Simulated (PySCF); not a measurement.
ozone (O3), SMILES O=[O+][O-]. Heavy atoms are numbered as in [O:1]=[O+:2][O-:3].

The structure is a stationary point at PBE0-D3(BJ)/def2-TZVP. The molecule may have multireference character, which single-reference levels describe poorly.

These are KT2/pcSseg-2 (PySCF) values and carry that method's errors.

GIAO shieldings, no solvent; atoms alike by connectivity are averaged. δ = σ(ref) − σ: ¹⁷O against H2O (σ = 324.0 ppm), references at their B3LYP-D3(BJ)/def2-TZVP geometries, non-relativistic.

**Question.** Estimate the chemical shifts. (Estimate from the structure and the level; the computed values follow.)

**Answer.** 
```tsv
nucleus	atoms	count	δ (ppm)
¹⁷O	O1	2	1452.2
¹⁷O	O2	1	1097.6
```
